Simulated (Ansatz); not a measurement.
Born–Oppenheimer molecular dynamics of AlH3O (5 atoms, charge 0, multiplicity 1). It starts from a relaxed structure.

Computed with RKS r2SCAN-D4/def2-SVP (Ansatz 0.2.0).

```yaml
ensemble: NVE (velocity Verlet)
time_step: 1 fs
steps_asked: 250
starting_velocities_drawn_for: 300 K
masses: H 2.014 u
seed: 615915
```

First frame:

```xyz
5
Properties=species:S:1:pos:R:3
Al -0.037 -0.024 -0.033
O -0.048 -0.125 1.669
H -0.821 -0.173 2.238
H 1.397 0.047 -0.691
H -1.400 -0.006 -0.847
```

Q: How far do the bonds stretch over the last three quarters of this one trajectory? (Pairs bonded in most of those frames.)

A: 
```
  bond  mean (Å)  spread (Å)  shortest  longest
Al1–O2     1.707       0.016      1.68     1.73
Al1–H4     1.582       0.026      1.54     1.63
Al1–H5     1.594       0.049      1.52     1.67
 O2–H3     0.962       0.006      0.95     0.97
```

Mean temperature of the second half: 145 K. The conserved energy stayed within 0.21 meV per atom of its start (net change 0.17 meV per atom), so the integration is sound. Over the second half the temperature averaged 0.48 of the 300 K drawn at the start: a run that starts near a minimum puts about half its kinetic energy into the potential. A run of 0.25 ps of so small a system gives no equilibrium averages.

Time of the run: 5.8 min on 1 thread of Arm Neoverse V2, on a shared host, peak memory 0.096 GiB.
